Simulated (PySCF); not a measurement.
P4.
SMILES: `p12p3p1p32`

Linear response at B3LYP/def2-SVPD (PySCF, frozen core in the response, non-relativistic). Isolated species at its PBE0-D3(BJ)/def2-SVP geometry, gas phase.

Static isotropic polarisability: 88.40 au (13.10 Å³), principal values 88.4, 88.4, 88.4 au.

Q: What is the polarisability at 1064 nm and at the sodium D line?

A: 89.53 au at 1064 nm (+1.3 %), 92.22 au at 589.3 nm (+4.3 %). The rise at 589.3 nm is 3.39 times that at 1064 nm; a pure ω² law gives 3.26. The lowest singlet lies at 238 nm, shorter than both wavelengths.

Q: What is the isotropic C6 coefficient between two such molecules, C6 = (3/π)∫α(iω)² dω?

A: 2427 au (Eh·bohr⁶) by a ten-point quadrature over imaginary frequencies, which is 1450 eV·Å⁶ or 140 J·nm⁶/mol.

Q: Which effective excitation energy ω̄ makes London's formula C6 = (3/4)α²ω̄ exact here?

A: ω̄ = 4·C6/(3α²) = 0.414 Eh = 11.3 eV. A one-pole form α(ω) = α/(1 − ω²/ω̄²) fitted to the 1064 nm value gives 10.4 eV.

Q: What molar refraction at the D line follows from R = (4π/3)·N_A·α′, with α′ the polarisability volume?

A: α′ = 13.67 Å³ gives R = 34.47 cm³/mol, for isolated, non-vibrating species.

Q: What n − 1 at the D line would an ideal gas of it have at 273.15 K and 1 atm (2.6868 × 10¹⁹ cm⁻³), by n − 1 = 2π·N·α′?

A: 23.07 × 10⁻⁴, a formal value whether or not that pressure can be reached.

Q: How many electrons N does the Slater–Kirkwood formula C6 = (3/4)·√N·α^(3/2) need to give this C6?

A: N = (4·C6/3)²/α³ = 15.2; the species has 60 electrons in all.

Q: What three-body coefficient follows from the one-pole estimate C9 = (3/4)·α·C6?

A: 161000 au. This is an estimate from the two numbers above, not a computed integral.

Q: What does −C6/R⁶ come to at R = 12 Å between centres?

A: -47 J/mol. This is the leading, orientation-averaged term; C8 and higher terms are left out.

Q: The lowest 6 singlets have (eV, f): 5.20, 0.000; 5.20, 0.000; 5.20, 0.000; 5.47, 0.000; 5.47, 0.000; 5.48, 0.000. What share of the static polarisability do they carry in the sum over states α = Σ f/ω²?

A: 0.00 au, 0.0 % of α. Their oscillator strengths add up to 0.00. Higher states carry the rest.
